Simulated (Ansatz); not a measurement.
Density of states of Sr$_{2}$NiWO$_{6}$ (I4/m, a = 5.546 Å, b = 5.546 Å, c = 7.939 Å, α = 90.00°, β = 90.00°, γ = 90.00°), in states per eV and primitive cell, averaged over bins of 0.4 eV. Theory: DFT r2SCAN, scalar-relativistic, plane waves, PAW in Ansatz.

Cutoff 500 eV; k points 8×8×8 on the computed 10-atom cell (Γ-centred); Gaussian smearing, width 0.02 eV; collinear spin from starting moments 0 0 1.84 0 0 0 0 0 0 0 μB.

The cell is relaxed at this level. The states (both spins) are summed by tetrahedra on a 12×12×12 mesh at the self-consistent density. Energies are bin centres; the table starts no lower than −8 eV and ends at 6 eV, or lower where the solved bands end.

The gap is 2.29 eV at this level, with the zero inside it.

```csv
E − E_F (eV),total,O 2p up,O 2p down,Ni 3d up,Ni 3d down,W 5d up,W 5d down,Sr 5s up
-7.85,2.06,0.93,0.44,0.05,0.00,0.22,0.12,0.00
-7.45,3.29,1.10,1.02,0.29,0.01,0.28,0.20,0.00
-7.05,5.34,2.91,0.60,0.54,0.02,0.66,0.18,0.05
-6.65,7.50,1.21,3.76,0.12,0.18,0.49,1.21,0.05
-6.25,7.86,2.52,2.46,0.22,0.12,1.17,0.93,0.03
-5.85,6.43,2.18,1.86,0.70,0.04,0.49,0.84,0.01
-5.45,3.68,1.81,1.01,0.48,0.07,0.04,0.03,0.01
-5.05,5.95,2.36,2.64,0.40,0.16,0.03,0.02,0.02
-4.65,7.34,2.20,3.20,0.95,0.50,0.05,0.03,0.04
-4.25,6.19,1.77,2.96,0.47,0.55,0.07,0.05,0.04
-3.85,6.35,2.72,2.47,0.44,0.26,0.06,0.05,0.05
-3.45,9.72,4.57,3.59,0.76,0.24,0.10,0.05,0.02
-3.05,9.17,2.89,5.05,0.51,0.32,0.04,0.05,0.01
-2.65,8.13,2.98,3.30,1.39,0.15,0.05,0.02,0.01
-2.25,8.35,3.45,1.59,2.94,0.10,0.06,0.01,0.01
-1.85,4.68,1.39,0.38,1.18,1.51,0.04,0.07,0.00
-1.45,7.48,1.19,1.37,0.77,3.95,0.02,0.03,0.00
-1.05,0.40,0.20,0.02,0.12,0.05,0.00,0.00,0.00
-0.65,0.00,0.00,0.00,0.00,0.00,0.00,0.00,0.00
-0.25,0.00,0.00,0.00,0.00,0.00,0.00,0.00,0.00
0.15,0.00,0.00,0.00,0.00,0.00,0.00,0.00,0.00
0.55,0.00,0.00,0.00,0.00,0.00,0.00,0.00,0.00
0.95,0.00,0.00,0.00,0.00,0.00,0.00,0.00,0.00
1.35,0.77,0.00,0.09,0.00,0.42,0.00,0.20,0.00
1.75,8.81,1.14,1.10,0.04,1.37,2.34,2.02,0.12
2.15,9.53,1.16,1.56,0.01,2.14,2.05,2.04,0.03
2.55,0.90,0.06,0.23,0.00,0.13,0.10,0.33,0.00
2.95,0.00,0.00,0.00,0.00,0.00,0.00,0.00,0.00
3.35,0.00,0.00,0.00,0.00,0.00,0.00,0.00,0.00
3.75,0.00,0.00,0.00,0.00,0.00,0.00,0.00,0.00
4.15,0.11,0.00,0.00,0.00,0.00,0.00,0.00,0.00
4.55,0.40,0.00,0.00,0.00,0.00,0.00,0.00,0.01
4.95,0.87,0.01,0.01,0.00,0.00,0.01,0.01,0.04
5.35,2.27,0.07,0.04,0.00,0.00,0.18,0.08,0.09
5.75,5.21,0.17,0.15,0.00,0.01,0.35,0.32,0.20
```

The columns after the total are the main Löwdin projections on the occupied valence shells of the potentials; 11 others are left out. The rest of the total lies in those, in shells that are empty in the free atom, which aren't projected, and between the atoms.

The state reached may not be the lowest one. Spin-orbit coupling is left out, which matters for the bands of heavy elements. The cell holds one magnetic atom, so it can only be ferromagnetic; an antiferromagnetic order may lie lower.

Only this magnetic start was tried.

Cost: 1 run of about 9.7 core-minutes, on Oxide Virtual Turin-like Processor (Zen 5) (shared hosts).